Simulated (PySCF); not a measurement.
Atom-mapped SMILES (the numbers label the heavy atoms): `[CH3:1][P:2]([CH3:3])(=[O:4])[OH:5]`; H(Xn) means a hydrogen on atom n.

GIAO PBE0/pcSseg-1 shifts (PySCF 2.14.0 with density-fitted response routines, gas phase, non-relativistic, equivalent atoms averaged), each against references optimised in the same way as the molecule (TMS, H3PO4, H2O).

On the GFN2-xTB geometry: C1/C3 21.1, P2 38.5, O4 161.3, O5 116.6, H(O5) 2.28, H(C1)/H(C3) 1.30 ppm.

Q: What changes on the GFN2-xTB geometry?

A: 
```tsv
atoms	δ (ppm)	change
C1/C3	21.1	+0.0
P2	38.5	+0.0
O4	161.3	+0.0
O5	116.6	+0.0
H(O5)	2.28	+0.00
H(C1)/H(C3)	1.30	+0.00
```

Bonds between heavy atoms that differ most (equivalent bonds averaged): C1–P2 1.829 → 1.829 Å. Mean change of bonds to hydrogen: C–H +0.000 Å, O–H +0.000 Å.
